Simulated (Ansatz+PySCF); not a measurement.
The numbers below are computed, except where a source is named.
A run of PySCF 2.14.0 on triplet AlP at this shape:

```xyz
2

Al    0.0000    0.0000    0.0000
P     0.0000    0.0000    2.5600
```

Its results:

```
Converged                       : yes
Reference energy                : -582.54385 hartree
CCSD correlation energy         : -0.07859 hartree
Triples correction              : -0.00260 hartree
Total energy                    : -582.62503 hartree
Spin squared of the determinant : 2.435
```

Q: Which input gives this output? Name the method, the orbitals and the basis set, and write the input.

A: UHF-CCSD(T) in 6-31G.

```python
from pyscf import gto, scf, cc

mol = gto.M(atom="""
Al 0.000000 0.000000 0.000000
P 0.000000 0.000000 2.560000
""", basis='6-31g', charge=0, spin=2)
mf = scf.UHF(mol)
mf.kernel()
mycc = cc.CCSD(mf, frozen=10).run()
et = mycc.ccsd_t()
print(mf.e_tot, mycc.e_corr, et, mycc.e_tot + et)
```

This is not the lowest solution: another run reaches a determinant 0.53 eV lower. Caution: the unrestricted determinant is spin contaminated; another reference gives a lower total.
